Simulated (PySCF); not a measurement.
# AlH (SMILES [AlH]) at CCSDT(Q)/def2-TZVPPD

Aim: the energy change on altering one bond length of AlH at CCSDT(Q)/def2-TZVPPD, from 2 runs. The job is set up through a Python script.

Program for the calculation: PySCF 2.14.0.

3 further runs of the same task are left out: 3 set aside as unsound or not needed.

### 1 Starting point

AlH: 2 atoms, total charge 0, spin state singlet. As SMILES, `[AlH]`. The shape is that of a PBE0-D4/def2-TZVP optimisation.

Bond lengths: Al1–H2 1.665 Å.

### 2 The energy at CCSDT(Q)/def2-TZVPPD

The input, job.py:

```python
# AlH
from pyscf import gto, scf, cc

mol = gto.M(
    atom=[
    ('Al', (-0.000000, 0.000000, -0.025640)),
    ('H', (0.000000, -0.000000, 1.639110)),
],
    basis='def2-tzvppd',
    max_memory=1860,
    spin=0,
    verbose=3,
)

myscf = scf.RHF(mol)
myscf.conv_tol = 1e-10
myscf.kernel()
if not myscf.converged:
    myscf = myscf.newton().run(myscf.mo_coeff, myscf.mo_occ)

mycc = cc.CCSDT(myscf, frozen=5)
mycc.kernel()
e_bracket, e_q = mycc.ccsdt_q()
e_final = mycc.e_tot + e_q
print(f'total energy: {e_final:.8f} hartree')
```

Run with:

```bash
OMP_NUM_THREADS=1 python job.py
```

Output:

```text
converged SCF energy = -242.457935386815
_make_eris_incore_RCCSDT

WARN: A large `blksize` is being used, which may cause large memory consumption
      for storing contraction intermediates. If memory is sufficient, consider using
      `pyscf.cc.rccsdt_highm.RCCSDT` instead.

WARN: A large `blksize_oovv` is being used, which may cause large memory consumption
      for storing contraction intermediates. If memory is sufficient, consider using
      `pyscf.cc.rccsdt_highm.RCCSDT` instead.

WARN: A large `blksize_oooo` is being used, which may cause large memory consumption
      for storing contraction intermediates. If memory is sufficient, consider using
      `pyscf.cc.rccsdt_highm.RCCSDT` instead.

RCCSDT converged
E(RCCSDT) = -242.5424114345083   E_corr = -0.08447604769325179
E_corr(same-spin) = -0.00396989134112467
E_corr(oppo-spin) = -0.0805061563521271
_make_eris_incore_RCCSDT
total energy: -242.54246163 hartree
```

Wall time 24 s (1 thread of Arm Neoverse V2, shared host); peak memory 0.87 GiB.

### 3 The distorted shape, same level

The input, geometry.xyz:

```xyz
2
AlH
Al     0.000000     0.000000    -0.857990
H      0.000000     0.000000     1.639110
```

The input, calc.py:

```python
from pyscf import gto, cc

mol = gto.M(
    atom='geometry.xyz',
    verbose=3,
    basis='def2-tzvppd',
    charge=0,
    max_memory=1860,
)

myscf = mol.RHF()
myscf.conv_tol = 1e-10
myscf.kernel()
if not myscf.converged:
    myscf = myscf.newton().run(myscf.mo_coeff, myscf.mo_occ)

mycc = cc.CCSDT(myscf, frozen=5)
mycc.kernel()
e_bracket, e_q = mycc.ccsdt_q()
etot = mycc.e_tot + e_q
print('E = %.10f Eh' % etot)
```

Run with:

```bash
OMP_NUM_THREADS=1 python calc.py
```

Output:

```text
converged SCF energy = -242.402095085449
_make_eris_incore_RCCSDT

WARN: A large `blksize` is being used, which may cause large memory consumption
      for storing contraction intermediates. If memory is sufficient, consider using
      `pyscf.cc.rccsdt_highm.RCCSDT` instead.

WARN: A large `blksize_oovv` is being used, which may cause large memory consumption
      for storing contraction intermediates. If memory is sufficient, consider using
      `pyscf.cc.rccsdt_highm.RCCSDT` instead.

WARN: A large `blksize_oooo` is being used, which may cause large memory consumption
      for storing contraction intermediates. If memory is sufficient, consider using
      `pyscf.cc.rccsdt_highm.RCCSDT` instead.

RCCSDT converged
E(RCCSDT) = -242.4924019980687   E_corr = -0.09030691261963288
E_corr(same-spin) = -0.0039027996606424
E_corr(oppo-spin) = -0.0864041129589905
_make_eris_incore_RCCSDT
E = -242.4925032306 Eh
```

It took 28 s on 1 thread of Arm Neoverse V2, shared host; peak memory 0.89 GiB.

### 4 What came out

Level: CCSDT(Q)/def2-TZVPPD, 5 core orbitals frozen.

| quantity | value |
| --- | --- |
| first shape: total energy | -242.54246 Eh |
| first shape: dipole moment (Hartree–Fock density) | 0.03 D |
| first shape: HOMO energy (Hartree–Fock orbitals) | -7.87 eV |
| first shape: LUMO energy (Hartree–Fock orbitals) | 0.82 eV |
| first shape: HOMO–LUMO gap (Hartree–Fock orbitals) | 8.69 eV |
| first shape: correlation energy (5 core orbitals frozen) | -84.5 mEh |
| first shape: T1 diagnostic | 0.014 |
| distorted shape: total energy | -242.49250 Eh |
| distorted shape: dipole moment (Hartree–Fock density) | 4.04 D |
| distorted shape: HOMO energy (Hartree–Fock orbitals) | -7.66 eV |
| distorted shape: LUMO energy (Hartree–Fock orbitals) | 0.29 eV |
| distorted shape: HOMO–LUMO gap (Hartree–Fock orbitals) | 7.95 eV |
| distorted shape: correlation energy (5 core orbitals frozen) | -90.4 mEh |
| distorted shape: T1 diagnostic | 0.031 |
| energy change with the Al1–H2 bond stretched from 1.665 to 2.497 Å | 1.359 eV |

What this shows: With the Al1–H2 bond stretched from 1.665 to 2.497 Å the energy rises by 1.36 eV (131 kJ/mol). The first shape isn't relaxed at this level, so the change isn't measured from a minimum. The T1 diagnostic (distorted shape) of 0.031 is above the customary mark for such species, so a single reference may not serve.
